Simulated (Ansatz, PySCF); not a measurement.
Species: methyl chloride, CH$_{3}$Cl, net charge 0, singlet state. 
Structure (B3LYP-D3(BJ)/def2-TZVP (Ansatz, a quantum-chemistry and plane-wave program) minimum search):
```
C
H 1 1.0858
H 1 1.0858 2 110.57
H 1 1.0858 2 110.57 3 -122.80
Cl 1 1.7944 2 108.35 3 118.60
```

PBE beside other levels, property by property. Correlated levels leave the core frozen unless marked. Open shells are spin-unrestricted. Spin-orbit coupling is left out. Non-relativistic. CBS(X,Y): correlation extrapolated as X^-3; Hartree-Fock from the larger set. Rows marked 298 K are enthalpies with B3LYP-D3(BJ) harmonic zero-point and thermal terms from PySCF. Enthalpies of formation rest on the atoms' values in the G2/97 table (older ones for B and Si), with no core term in the frozen-core levels. The coupled-cluster column (Ansatz) is a level with limits of its own: CCSD(T)/CBS(def2-TZVPPD,def2-QZVPPD).

```json
[
 {"property": "enthalpy of formation at 298 K by atomisation (kcal/mol)", "PBE/def2-TZVPD (Ansatz)": "-24.5", "r2SCAN-D4/def2-TZVPD (Ansatz + dftd4)": "-20.1", "RI-MP2/CBS(aug-cc-pV(T+d)Z,aug-cc-pV(Q+d)Z) (Ansatz)": "-23.8", "CCSD(T)/cc-pV(T+d)Z (Ansatz)": "-10.5", "coupled cluster": "-19.7", "measured": "-19.7"},
 {"property": "C-H bond dissociation enthalpy, 298 K, to [CH2]Cl + H atom (kcal/mol)", "PBE/def2-TZVPD (Ansatz)": "94.5", "r2SCAN-D4/def2-TZVPD (Ansatz + dftd4)": "93.5", "RI-MP2/CBS(aug-cc-pV(T+d)Z,aug-cc-pV(Q+d)Z) (Ansatz)": "99.7", "CCSD(T)/cc-pV(T+d)Z (Ansatz)": "98.1", "coupled cluster": "99.5", "measured": "-"},
 {"property": "C-Cl bond dissociation enthalpy, 298 K, to [CH3] (CH3) + Cl atom (kcal/mol)", "PBE/def2-TZVPD (Ansatz)": "86.7", "r2SCAN-D4/def2-TZVPD (Ansatz + dftd4)": "81.0", "RI-MP2/CBS(aug-cc-pV(T+d)Z,aug-cc-pV(Q+d)Z) (Ansatz)": "89.9", "CCSD(T)/cc-pV(T+d)Z (Ansatz)": "80.6", "coupled cluster": "84.4", "measured": "-"}
]
```

Measured values: Active Thermochemical Tables 1.112 (ions: stationary electron), as tabulated in the package chemicals; they hold spin-orbit effects, which all levels lack, and core correlation, which the frozen-core levels lack.

As the rows show:
- enthalpy of formation at 298 K by atomisation: PBE lies 4.8 kcal/mol below the measured value.
- C-H bond dissociation enthalpy, 298 K, to [CH2]Cl + H atom: PBE lies 5.0 kcal/mol below coupled cluster.
- C-Cl bond dissociation enthalpy, 298 K, to [CH3] (CH3) + Cl atom: PBE lies 2.3 kcal/mol above coupled cluster.
